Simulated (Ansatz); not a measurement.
Geometry optimisation, RKS PBE/def2-SVP in Ansatz.

Input:

```yaml
crystal:
  periodic: [false, false, false]
  atoms:
    - { symbol: F, position_ang: [0.53771, -1.71945, 1.37073] }
    - { symbol: C, position_ang: [0.76869, -0.30201, 0.98773] }
    - { symbol: Si, position_ang: [-0.18356, 0.2985, -0.33766] }
    - { symbol: H, position_ang: [-1.23774, -0.01463, -1.3688] }
    - { symbol: H, position_ang: [0.11489, 1.73758, -0.65199] }
total_charge: -1
basis:
  gaussian: { orbitals: def2-SVP }
hamiltonian:
  xc: pbe
relax:
  f_tol: 0.02
  max_steps: 40
scf:
  lower_state_search: "off"
```

Run as:

```bash
$ ansatz run input.yaml --threads 1 --pin off --max-ram 2048MiB --backend cpu --events-out ev --progress --plain --runs-dir out
```

Problem. Where does it end, and by what steps?

Solution. The forces met the threshold. Limits of this set-up: an anion without diffuse functions, the dipole of an ion depends on the origin. After 6 steps the energy has fallen by 0.148 eV; H4 moved furthest, 0.10 Å.

```tsv
step	energy less start (eV)	largest force component (eV/Å)	accepted
0	0.0000	1.944	yes
1	-0.1003	1.295	yes
2	-0.1327	0.382	yes
3	-0.1460	0.129	yes
4	-0.1459	0.169	no
5	-0.1477	0.030	yes
6	-0.1478	0.009	yes
```

```xyz
5
Properties=species:S:1:pos:R:3
F 0.590 -1.677 1.408
C 0.753 -0.352 0.996
Si -0.207 0.306 -0.367
H -1.303 -0.033 -1.436
H 0.167 1.757 -0.602
```

Whether the end is a true minimum wasn't checked by a vibrational analysis.

Time of the run: 5.2 s on 1 thread of Arm Neoverse V2, on a shared host, peak memory 0.11 GiB.
